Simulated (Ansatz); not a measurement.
# Redistribution: CF4 + C2H4S → CHF3S + C2H3F

Species: CF4 (tetrafluoromethane) `FC(F)(F)F`, singlet; C2H4S `C=CS`, singlet; CHF3S (trifluoromethanethiol) `FC(F)(F)S`, singlet; C2H3F `C=CF`, singlet. The partners trade F for SH; both sit on C, so the bond types are kept.

Shapes, held fixed at every level: PBE0-D4/def2-TZVP. Flexible molecules stand in one conformer, not always the lowest. Programs: Ansatz 0.2.0. Electronic energies: no zero-point or thermal term.

Q: Estimate ΔE of this reaction.

A: The highest level, CCSD(T)/CBS estimate, gives ΔE = +62.2 kJ/mol; the levels span +54.4 to +74.0. The column of differences is taken from that level and isn't an error. No measured value is set beside it here. The CBS estimate extrapolates MP2 from def2-TZVPP and def2-QZVPP and adds CCSD(T) − MP2 in the triple-zeta set, cores frozen.

```csv
level,kind,ΔE (kJ/mol),less CCSD(T)/CBS estimate
HF/def2-TZVPP,Hartree–Fock,+74.0,+11.8
PBE-D4/def2-TZVPP,GGA,+54.4,-7.8
r2SCAN-D4/def2-TZVPP,meta-GGA,+62.3,+0.1
B3LYP-D4/def2-TZVPP,global hybrid,+55.5,-6.7
B2PLYP/def2-TZVPP,double hybrid,+60.8,-1.4
CCSD/def2-TZVPP,coupled cluster or CI,+67.4,+5.2
CCSD(T)/CBS estimate,coupled cluster or CI,+62.2,0.0
```
